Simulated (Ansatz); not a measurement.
# Solid iodine

All values below come from LDA (Ansatz, a quantum-chemistry and plane-wave program, plane waves, PAW).

Numerical settings: plane-wave cutoff 520 eV, 6×6×2 k mesh (along the axes of the cell as run), scalar-relativistic PAW data made under PBE.

Cell (relaxed at this level):

```
CELL_PARAMETERS angstrom
      3.57029    -2.16453     0.00000
      3.57029     2.16453     0.00000
      0.00000     0.00000     9.56174
ATOMIC_POSITIONS crystal
  I  0.17570 0.82430 0.87701
  I  0.32430 0.67570 0.37701
  I  0.67570 0.32430 0.62299
  I  0.82430 0.17570 0.12299
```

- elastic constant C11 = 20.8 GPa
- elastic constant C12 = 5.56 GPa
- elastic constant C13 = -0.98 GPa
- elastic constant C33 = 71.7 GPa
- elastic constant C44 = 42.3 GPa
- elastic constant C66 = 8.22 GPa
- Voigt–Reuss–Hill bulk modulus = 19.5 GPa
- Voigt–Reuss–Hill shear modulus (Hill average) = 12.1 GPa
- Young modulus = 30.1 GPa
- Poisson ratio = 0.243

Elastic constants are with the ions relaxed.

Spin–orbit coupling is not included.

The result took around 18 core-minutes (rough).
